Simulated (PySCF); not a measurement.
SiCl₄, SMILES Cl[Si](Cl)(Cl)Cl. Atoms are numbered in the order given.

```xyz
5

Cl     1.1716    -1.1716     1.1716
Si     0.0000     0.0000     0.0000
Cl    -1.1716    -1.1716    -1.1716
Cl    -1.1716     1.1716     1.1716
Cl     1.1716     1.1716    -1.1716
```
Charge 0, spin multiplicity 1.

The structure is a stationary point at ωB97X-D3(BJ)/def2-SVP. The isomer is the one that the SMILES or the coordinates give; other isomers of the formula were not compared.

Two levels are set side by side: PBE/pcSseg-1 (PySCF) and PBE0/pcSseg-1 (PySCF). GIAO shifts against HCl (³⁵Cl), TMS (²⁹Si) at the same level; non-relativistic, no solvent, atoms listed together averaged. Without spin–orbit terms, shifts of atoms bonded to Cl or Br come out too high at both levels. Differences are taken from unrounded values.

```csv
quantity,PBE0
"δ(³⁵Cl) of Cl1, Cl3, Cl4, Cl5 (ppm)",193.7
δ(²⁹Si) of Si2 (ppm),19.1
```

**Question.** What does PBE give, and how far is it from PBE0? (The exact figures need the calculation; the answer reports its results.)

**Answer.** 
| quantity | PBE | PBE minus PBE0 |
|---|---|---|
| δ(³⁵Cl) of Cl1, Cl3, Cl4, Cl5 (ppm) | 225.4 | 31.7 |
| δ(²⁹Si) of Si2 (ppm) | 16.6 | -2.5 |

Rough cost on one machine, each run with all the roots and properties that it gave: PBE0 against PBE within a factor of 2.
